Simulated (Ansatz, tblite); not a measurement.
# [Sn4]4-: a ladder of methods and basis sets

How do method and basis change the picture of [Sn4]4- (singlet)?

Program: Ansatz 0.2.0, Gaussian basis. Level of theory: as each input shows. These are calculated values, not measurements.

The runs, in order: GFN1-xTB, GFN2-xTB, PBE-D4/def2-TZVPD, r2SCAN-D4/def2-TZVPD, PBE-QIDH/def2-TZVPD, BHLYP-D4/def2-TZVPD, B2PLYP/def2-TZVPD, ωB97X-V/def2-TZVPD, r2SCANh-D4/def2-TZVPD, revPBE-D4/def2-TZVPD, PBE-D4/def2-SVPD, PBE0-D4/def2-SVPD, CCSD(T)/def2-SVPD, MP2/def2-TZVPD, RPA/def2-TZVPD.

5 further runs of the same task are left out: 1 that didn't finish, 4 set aside as unsound or not needed.

### Step 1. The relaxed structure

The geometry is that of the singlet, from an earlier relaxation (r2SCAN-D4/def2-SVPD).

4 atoms, charge -4, spin multiplicity 1.

Bond lengths: Sn1–Sn2 3.041 Å, Sn1–Sn3 3.041 Å, Sn1–Sn4 3.041 Å, Sn2–Sn3 3.041 Å, Sn2–Sn4 3.041 Å, Sn3–Sn4 3.041 Å. Angles: Sn2–Sn1–Sn3 60.0°, Sn2–Sn1–Sn4 60.0°, Sn3–Sn1–Sn4 60.0°, Sn1–Sn2–Sn3 60.0°, Sn1–Sn2–Sn4 60.0°, Sn3–Sn2–Sn4 60.0°, Sn1–Sn3–Sn2 60.0°, Sn1–Sn3–Sn4 60.0°, Sn2–Sn3–Sn4 60.0°, Sn1–Sn4–Sn2 60.0°, Sn1–Sn4–Sn3 60.0°, Sn2–Sn4–Sn3 60.0°.

Coordinates:

```xyz
4

Sn   -1.57534    0.64396   -0.75548
Sn   -0.41079   -1.17399    1.38568
Sn    0.99558    1.42463    0.66811
Sn    0.99056   -0.89460   -1.29831
```

Sn takes a core potential in the def2 sets. No spin-orbit coupling is included. The ion is computed in the gas phase, without counter-ions or solvent.

PBE0-D4/def2-TZVPD was run before; its log isn't repeated, and its numbers join the tables.

### Step 2. GFN1-xTB

Tight binding, by tblite at 300 K electronic temperature and without a spin-polarisation term:

```python
tblite.interface.Calculator('GFN1-xTB', numbers, positions, charge=-4, uhf=0).singlepoint()
```

Energy -261.3489 eV, HOMO 13.39 eV, LUMO 16.62 eV; 0.008 s.

### Step 3. GFN2-xTB

Tight binding, by tblite at 300 K electronic temperature and without a spin-polarisation term:

```python
tblite.interface.Calculator('GFN2-xTB', numbers, positions, charge=-4, uhf=0).singlepoint()
```

Energy -217.1468 eV, HOMO 14.82 eV, LUMO 18.63 eV; 0.006 s.

### Step 4. PBE-D4/def2-TZVPD

start.molden holds the orbitals of an earlier run on this state, given as this run's starting guess.

Contents of in.yaml:

```yaml
crystal:
  periodic: [false, false, false]
  atoms:
    - {symbol: Sn, position_ang: [-1.575339, 0.643960, -0.755475]}
    - {symbol: Sn, position_ang: [-0.410792, -1.173993, 1.385682]}
    - {symbol: Sn, position_ang: [0.995583, 1.424634, 0.668106]}
    - {symbol: Sn, position_ang: [0.990558, -0.894601, -1.298312]}
basis:
  gaussian: {orbitals: def2-TZVPD, initial_orbitals: start.molden}
total_charge: -4
hamiltonian: {xc: pbe, dispersion: d4}
scf: {omitted_lower_state_checks: [starts]}
output: {orbitals: {seedname: orbitals}}
```

Run with:

```
$ ansatz run in.yaml --threads 4 --pin off --events-out ev --progress --plain --max-ram 3916MiB
```

Further steps of the session: r2SCAN-D4/def2-TZVPD; PBE-QIDH/def2-TZVPD; BHLYP-D4/def2-TZVPD; B2PLYP/def2-TZVPD; ωB97X-V/def2-TZVPD; r2SCANh-D4/def2-TZVPD; revPBE-D4/def2-TZVPD; PBE-D4/def2-SVPD; PBE0-D4/def2-SVPD; CCSD(T)/def2-SVPD; MP2/def2-TZVPD; RPA/def2-TZVPD.

Before running them: what should the planned runs give, taken together? Wanted: gap in def2-TZVPD, named functionals, smallest and largest; correlation energy, CCSD(T)/def2-SVPD; correlation energy, MP2/def2-TZVPD; PBE0 total energy, smallest basis above largest.

The runs gave:

| quantity | value |
| --- | --- |
| gap in def2-TZVPD, named functionals, smallest and largest | 0.01 eV (PBE-D4), 2.80 eV (ωB97X-V) |
| correlation energy, CCSD(T)/def2-SVPD | -15.01 eV |
| correlation energy, MP2/def2-TZVPD | -37.76 eV |
| PBE0 total energy, smallest basis above largest | 1.68 eV (def2-SVPD, def2-TZVPD) |

Orbital gaps of the named functionals in def2-TZVPD span 0.01 eV (PBE-D4) to 2.80 eV (ωB97X-V); exact exchange widens it. PBE-D4, revPBE-D4, r2SCAN-D4, r2SCANh-D4, PBE0-D4 put the HOMO above zero: the outermost electron is held by the basis alone.
